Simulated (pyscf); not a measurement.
Optimised with ωB97X-D3(BJ)/def2-SVP in PySCF.

Estimate the classical barrier height and the reaction energy of `[F][SiH3]` + `[SiH3]` [doublet] → `[F][SiH2]` [doublet] + `[SiH4]` at ωB97M-D3(BJ)/def2-TZVP. The step runs on the doublet surface, breaks H–Si and forms H–Si; take the separated reactants as zero.

ΔE‡ = 11.0 kcal/mol, ΔE = +2.1 kcal/mol. Zero-point energy shifts the barrier by -1.5 kcal/mol. It is a hydrogen abstraction, with an imaginary mode of 1380i cm⁻¹. One saddle was located; it need not be the lowest between these sides. The angle at the transferred H is 144°.
